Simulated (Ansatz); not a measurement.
Al₂H₂, relaxed as a singlet with RKS PBE-D4/def2-TZVP in Ansatz, starting from the GFN1-xTB geometry. Force threshold 0.02 eV/Å.

The structure comes from a short search, and lower isomers may exist.

Start:

```xyz
4

Al    0.1253   -0.4734    1.2460
Al   -0.4300    1.1794   -0.4649
H    -0.9708   -0.7817   -0.4413
H     1.2756    0.0756   -0.3398
```

(1) Estimate the energy that the relaxation releases and the steps that it takes.

(2) Does the start keep its bonding and symmetry?

(3) Predict the relaxed structure.

## Answers

(1) 0.31 eV, in 5 steps; 2.3 s on 4 threads of Arm Neoverse V1 on a shared host. No frequencies were taken in this run, so the end may be a saddle point.

(2) By distances, no bond broke or formed. Point group C2v at the start, C2v at the end, both within 0.05 Å.

(3) 
Cartesian coordinates in Å:
```
Al 0.161 -0.560 1.170
Al -0.399 1.111 -0.560
H -0.876 -0.656 -0.350
H 1.114 0.104 -0.260
```
Bond lengths (bridged metal pairs left out): 1 × Al–Al 2.47 Å.
